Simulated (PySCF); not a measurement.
Process, species as SMILES: FCF → [CH-](F)F + H+
B3LYP-D3(BJ)/def2-TZVP geometries, fixed; electronic energies without zero-point terms.
Largest species:
```xyz
5

C      0.0044     0.0053     0.5043
F     -0.0170     1.1024    -0.3021
F      0.0119    -1.1085    -0.2792
H     -0.9025    -0.0002     1.1113
H      0.9218     0.0234     1.0951
```
Charge 0, spin multiplicity 1.

Effect of the atomic grid (radial, angular points) at PBE/def2-SVP with PySCF, against the last row, where the deprotonation energy is 422.21 kcal/mol. Cost is core time over that of atom_grid: 50, 194, unpruned, rough, on shared machines of one kind.

```csv
setting,"grid points, largest species",largest shift of a total energy (mEh),shift of the deprotonation energy (kcal/mol),cost
"atom_grid: 30, 110, unpruned",16504,-0.312,0.047,0.5×
"atom_grid: 50, 194, unpruned",48504,0.035,-0.016,1×
"atom_grid: 75, 302, unpruned",113256,-0.034,0.027,2×
"atom_grid: 99, 590, unpruned",292056,-0.001,0.000,3×
"atom_grid: 150, 974, unpruned",730504,0.000,0.000,8×
```

Within 0.02 kcal/mol in the deprotonation energy: atom_grid: 50, 194, unpruned; atom_grid: 99, 590, unpruned. The largest shift is 0.312 mEh in a total energy and 0.047 kcal/mol in the difference.
